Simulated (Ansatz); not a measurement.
Species: C$_{4}$H$_{8}$, SMILES `C=CCC` (C–C–C–C torsion 120°) (charge 0, multiplicity 1).

Give a relaxed geometry from CAM-B3LYP-D3(BJ)/def2-TZVP (Ansatz, a first-principles code).

This is not unique; one that fits is the end point of this relaxation, one of several conformers (outside a Z-matrix the atoms follow the SMILES, hydrogens last).
Bonds (Å): C1–C2 1.321, C1–H5 1.082, C1–H6 1.084, C2–C3 1.495, C2–H7 1.087, C3–C4 1.526, C3–H8 1.094, C3–H9 1.092, C4–H10 1.091, C4–H11 1.091, C4–H12 1.090. Bond angles (°): C2–C1–H5 121.7, C2–C1–H6 121.4, H5–C1–H6 116.9, C1–C2–C3 125.3, C1–C2–H7 119.0, C3–C2–H7 115.8, C2–C3–C4 112.5, C2–C3–H8 109.0, C2–C3–H9 109.5, C4–C3–H8 108.9, C4–C3–H9 110.1, H8–C3–H9 106.7, C3–C4–H10 111.1, C3–C4–H11 110.9, C3–C4–H12 111.1, H10–C4–H11 107.7, H10–C4–H12 107.8, H11–C4–H12 108.2.
